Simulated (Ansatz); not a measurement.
Basis-set extrapolation for `C=C(F)CCl` (PBE0-D4/def2-TZVP geometry, frozen core, the Gaussian-basis code of Ansatz). Multiplicity 1, RHF reference.

```json
{"": "HF", "def2-TZVPP": "-674.945021", "def2-QZVPP": "-674.967317"}
{"": "MP2 correlation", "def2-TZVPP": "-0.924891", "def2-QZVPP": "-1.000243"}
{"": "CCSD(T) correlation", "def2-TZVPP": "-1.003464", "def2-QZVPP": "not run"}
```

Energies in hartree. Use E(X) = E(∞) + A·exp(−7.88·√X) for Hartree–Fock and E(X) = E(∞) + B·X^(−2.97) for correlation, with X = 3 and 4, and add CCSD(T) minus MP2 of the smaller set to the MP2 limit.

Question: What is the CCSD(T) energy at the basis-set limit?

Answer: HF limit: -674.967317 + (-0.022296) × 0.13774 = -674.97039. MP2 limit: -1.000243 + (-0.075352) × 0.74074 = -1.05606. Higher-order term: -1.003464 − (-0.924891) = -0.07857. Total: -676.10502 hartree, 411.0 kJ/mol below CCSD(T)/def2-TZVPP.
